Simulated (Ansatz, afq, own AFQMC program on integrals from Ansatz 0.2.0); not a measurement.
Where AFQMC and coupled cluster stand for BGe, doublet

```yaml
atoms:
  - { symbol: Ge, position_ang: [0.0000, 0.0000, 0.0000] }
  - { symbol: B, position_ang: [0.0000, 0.0000, 1.5620] }
```

Basis 6-31G. Noble-gas cores (and the filled d shells of Ga–Kr and In–Xe) are frozen. AFQMC by an in-house program on the Cholesky factors that Ansatz 0.2.0 writes for its CCSD(T) run. The CISD trial takes its coefficients from CCSD amplitudes. Released means that phaseless walkers are propagated on without the constraint, phases kept. Error bars are statistical, one sigma. No spin–orbit coupling.

Determinant: UHF, the one that the program's search chose, which needn't be the lowest solution. The geometry is a point of a scan.

Full CI on the same integrals is exact in this basis and with this determinant's frozen core.

Cautions: no relativity below Rb; no spin-orbit coupling; inner d shell frozen; strong correlation (T1 0.113, weight of the determinant 0.70, largest double 0.19); unrestricted determinant spin contaminated (⟨S²⟩ 1.67 against 0.75); CCSD(T) is in doubt: in a space of 7 electrons in 8 natural orbitals full CI lies 138 meV below it; the released energy hasn't reached full CI (32 meV above it at 2.40 1/Eh), so no released level is given (meV from the phaseless value at times in 1/Eh: -9 ± 4 at 0.24, -20 ± 3 at 0.51, -27.1 ± 2.3 at 0.99, -30 ± 3 at 1.62, -31 ± 5 at 2.40); walk and cluster series may follow different spin states.

- T1 diagnostic: 0.1127
- weight of the determinant in the CISD state: 0.703
- ⟨S²⟩ of the determinant: 1.674
- size of the correlated space: 7 electrons in 23 orbitals

```json
{"level": "MP2", "correlation energy (eV)": "-1.8418"}
{"level": "CCSD", "correlation energy (eV)": "-2.8227"}
{"level": "CCSD(T)", "correlation energy (eV)": "-2.9726"}
```

Question: Estimate where phaseless AFQMC with a CISD trial lies against CCSD(T) on the same integrals.

Answer: 2.22 ± 0.10 kcal/mol below CCSD(T).

Reference: full CI, correlation energy -3.132 eV. The cautions show a poor starting determinant, so the rows tell how each method copes with it here, and full CI is the sure value.

```json
{"level": "CCSD(T)", "E − E(reference) (kcal/mol)": "3.68", "share of correlation (%)": "94.91"}
{"level": "ph-AFQMC/CISD", "E − E(reference) (kcal/mol)": "1.45 ± 0.10", "share of correlation (%)": "97.99"}
```

A walk keeps the symmetry of its determinant, which the program's search chose and which needn't be the lowest solution, so a lower state of the same spin and another symmetry isn't excluded.
